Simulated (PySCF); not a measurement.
# CH3: the cost of one run

The runs use PySCF 2.14.0; levels as typed in each script, gas phase, geometry from GFN2-xTB.

## 1. Starting geometry

4 atoms, charge 1, spin multiplicity 1.

Bond lengths: C1–H2 1.103 Å, C1–H3 1.103 Å, C1–H4 1.103 Å. Angles: H2–C1–H3 120.0°, H2–C1–H4 120.0°, H3–C1–H4 120.0°.

Geometry (Å):

```xyz
4
CH3
C    -0.00001    0.00000    0.00000
H     0.97327    0.51825    0.00000
H    -0.03780   -1.10199    0.00000
H    -0.93543    0.58374    0.00000
```

## 2. Localised orbitals (PBE0/6-31g*)

input.py reads:

```python
import numpy as np
from pyscf import gto, scf, dft, lo
from pyscf.data.elements import chemcore

def solve(mol, dm0=None, hcore=None):
    mf = (dft.UKS if mol.spin else dft.RKS)(mol, xc='pbe0')
    mf.grids.level = 3
    mf = mf.density_fit(auxbasis='def2-universal-jkfit')
    mf.conv_tol, mf.max_cycle = 1e-8, 80
    if hcore is not None:
        mf.get_hcore = lambda *args: hcore
    mf.kernel(dm0)
    if not mf.converged:
        mf = mf.newton().run(mf.mo_coeff, mf.mo_occ, max_cycle=30)
    assert mf.converged, 'SCF not converged'
    return mf

mol = gto.M(atom='''
C     -0.00001     0.00000     0.00000
H      0.97327     0.51825     0.00000
H     -0.03780    -1.10199     0.00000
H     -0.93543     0.58374     0.00000
''', basis='6-31g*', charge=1, spin=0, verbose=4)
mf = solve(mol)
occ_all = mf.mo_coeff[:, mf.mo_occ > 0]
occ = occ_all[:, chemcore(mol):]
loc = lo.ibo.ibo(mol, occ, iaos=lo.iao.iao(mol, occ_all))
fock, s = mf.get_fock(), mf.get_ovlp()
ortho = lo.orth_ao(mol, 'meta_lowdin')
ortho = lo.vec_lowdin(lo.iao.iao(mol, occ_all), s)
labels = lo.iao.reference_mol(mol).ao_labels(fmt=None)
vir = lo.vvo.livvo(mol, occ_all, mf.mo_coeff[:, mf.mo_occ == 0])
both = np.hstack([loc, vir])
p = (ortho.T @ s @ both) ** 2
pop = np.array([p[[l[0] == a for l in labels]].sum(0) for a in range(mol.natm)])
spd = np.array([[p[[l[0] == a and l[2][-1] == k for l in labels]].sum(0) for k in 'spd'] for a in range(mol.natm)])
eps = np.einsum('pi,pq,qi->i', both, fock, both)
for i in np.argsort(eps):
    top = np.argsort(-pop[:, i])[:3]
    print('%3d %s %9.4f Eh ' % (i + 1, 'occ' if i < loc.shape[1] else 'vir', eps[i]), '  '.join('%s%d %.3f' % (mol.atom_symbol(a), a + 1, pop[a, i]) for a in top))
np.savez('result.npz', c=both, nocc=loc.shape[1], pop=pop, spd=spd, eps=eps, e=mf.e_tot)
```

Launch:

```sh
$ OMP_NUM_THREADS=1 python input.py
```

**Question.** How long does this run take on 1 thread of Intel Xeon Platinum 8259CL at 2.50GHz (Skylake/Cascade Lake), shared host, and how much memory does it need?

About 2 s, with a peak of 0.17 GiB.
